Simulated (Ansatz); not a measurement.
**Aluminium, fcc: convergence with Gaussian smearing**

Computed with Ansatz, PBE, scalar-relativistic PAW, on the relaxed cell (a = 4.040 Å; spin not included). Errors count from a run at 420 eV on a Γ-centred 22×22×22 mesh with Fermi-Dirac smearing of 0.1 eV, extrapolated to zero width. Fixed here: cutoff 420 eV, mesh 13×13×13. The SCF starts from atomic densities corrected by a trained network.

```json
{"width (eV)": "0.01", "E(σ→0) error (meV/atom)": "5.5", "F error (meV/atom)": "5.4", "P (GPa)": "0.11", "SCF iterations": "6"}
{"width (eV)": "0.03", "E(σ→0) error (meV/atom)": "5.4", "F error (meV/atom)": "5.2", "P (GPa)": "0.07", "SCF iterations": "6"}
{"width (eV)": "0.1", "E(σ→0) error (meV/atom)": "5.2", "F error (meV/atom)": "4.0", "P (GPa)": "-0.03", "SCF iterations": "6"}
{"width (eV)": "0.2", "E(σ→0) error (meV/atom)": "5.1", "F error (meV/atom)": "0.7", "P (GPa)": "-0.04", "SCF iterations": "6"}
{"width (eV)": "0.3", "E(σ→0) error (meV/atom)": "5.1", "F error (meV/atom)": "-4.7", "P (GPa)": "0.02", "SCF iterations": "6"}
{"width (eV)": "0.6", "E(σ→0) error (meV/atom)": "4.1", "F error (meV/atom)": "-33.6", "P (GPa)": "0.30", "SCF iterations": "6"}
```

Problem. What does the run at 1.0 give (width)?

Solution. E(σ→0) error (meV/atom): 2.0; F error (meV/atom): -99.3; P (GPa): 0.76; SCF iterations: 6.
